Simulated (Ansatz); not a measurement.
Basis-set extrapolation for AlFH$_{2}$N, SMILES `[NH2][Al][F]` radical (PBE0-D4/def2-TZVP geometry, frozen core, Ansatz). Multiplicity 2, UHF reference.

```csv
,def2-TZVPP,def2-QZVPP
HF,-397.138100,-397.153734
MP2 correlation,-0.523312,-0.568532
CCSD(T) correlation,-0.550576,not run
```

Energies in hartree. Use E(X) = E(∞) + A·exp(−7.88·√X) for Hartree–Fock and E(X) = E(∞) + B·X^(−2.97) for correlation, with X = 3 and 4, and add CCSD(T) minus MP2 of the smaller set to the MP2 limit.

Task: What is the CCSD(T) energy at the basis-set limit?

Result: HF limit: -397.153734 + (-0.015634) × 0.13774 = -397.15589. MP2 limit: -0.568532 + (-0.045220) × 0.74074 = -0.60203. Higher-order term: -0.550576 − (-0.523312) = -0.02726. Total: -397.78518 hartree, 60.6 kcal/mol below CCSD(T)/def2-TZVPP.
